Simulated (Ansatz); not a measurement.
`B[O]`, charge 0, multiplicity 2.

Problem. Give a relaxed structure at PBE0-D4/def2-TZVP (Ansatz 0.2.0). (An estimate is asked.)

Solution. The calculation gave: 
Z-matrix (Å, degrees):
```
B
O 1 1.281
H 1 1.211 2 119.9
H 1 1.211 2 119.9 3 180.0
```
Point group C2v.
